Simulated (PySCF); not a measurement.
# Fractional electron number in P (phosphorus, neutral)

The 3p alpha orbital of [Ne] 3s2 3p3 is emptied in steps (occupation f), with all orbitals relaxed, ending at [Ne] 3s2 3p2. Computed with PySCF 2.14 in def2-TZVPPD, with no relativity, point nucleus. The exact energy is a straight line in f; departures are measured from the line between the end points of the same method.

```tsv
f	UHF (eV)	LDA (eV)	PBE (eV)	PBE0 (eV)	r2SCAN (eV)	LC-wPBE (eV)	BHandHLYP (eV)	wB97X (eV)	MN15 (eV)	B3LYP (eV)
1	0.000	0.000	0.000	0.000	0.000	0.000	0.000	0.000	0.000	0.000
0.75	0.137	-0.815	-0.798	-0.567	-0.736	-0.057	-0.343	-0.116	-0.479	-0.620
0.5	0.178	-1.094	-1.066	-0.754	-0.971	-0.072	-0.458	-0.149	-0.635	-0.828
0.25	0.130	-0.825	-0.799	-0.563	-0.719	-0.050	-0.343	-0.106	-0.469	-0.621
0	0.000	0.000	0.000	0.000	0.000	0.000	0.000	0.000	0.000	0.000
```

| method | E(f=0) − E(f=1) (eV) | −ε at f=1 (eV) | −ε at f=0.5 (eV) |
| --- | --- | --- | --- |
| UHF | 9.907 | 10.661 | 9.887 |
| LDA | 10.575 | 6.262 | 10.547 |
| PBE | 10.482 | 6.247 | 10.479 |
| PBE0 | 10.526 | 7.506 | 10.534 |
| r2SCAN | 10.632 | 6.682 | 10.679 |
| LC-wPBE | 10.604 | 10.294 | 10.622 |
| BHandHLYP | 10.256 | 8.429 | 10.255 |
| wB97X | 10.379 | 9.750 | 10.408 |
| MN15 | 10.457 | 7.896 | 10.484 |
| B3LYP | 10.383 | 7.089 | 10.380 |

Orbital energy along the path (eV):

```json
{"f": "1", "UHF": "-10.661", "LDA": "-6.262", "PBE": "-6.247", "PBE0": "-7.506", "r2SCAN": "-6.682", "LC-wPBE": "-10.294", "BHandHLYP": "-8.429", "wB97X": "-9.750", "MN15": "-7.896", "B3LYP": "-7.089"}
{"f": "0.75", "UHF": "-10.258", "LDA": "-8.376", "PBE": "-8.345", "PBE0": "-9.015", "r2SCAN": "-8.693", "LC-wPBE": "-10.461", "BHandHLYP": "-9.338", "wB97X": "-10.081", "MN15": "-9.187", "B3LYP": "-8.724"}
{"f": "0.5", "UHF": "-9.887", "LDA": "-10.547", "PBE": "-10.479", "PBE0": "-10.534", "r2SCAN": "-10.679", "LC-wPBE": "-10.622", "BHandHLYP": "-10.255", "wB97X": "-10.408", "MN15": "-10.484", "B3LYP": "-10.380"}
{"f": "0.25", "UHF": "-9.547", "LDA": "-12.761", "PBE": "-12.620", "PBE0": "-12.042", "r2SCAN": "-12.582", "LC-wPBE": "-10.759", "BHandHLYP": "-11.173", "wB97X": "-10.686", "MN15": "-11.748", "B3LYP": "-12.041"}
{"f": "0", "UHF": "-9.234", "LDA": "-14.990", "PBE": "-14.722", "PBE0": "-13.503", "r2SCAN": "-14.426", "LC-wPBE": "-10.837", "BHandHLYP": "-12.085", "wB97X": "-10.923", "MN15": "-12.879", "B3LYP": "-13.682"}
```

Reference removal energy between the ground levels: 10.487 eV (measured; NIST Atomic Spectra Database, ionization energies). The calculation has no spin-orbit coupling. UHF lacks correlation.
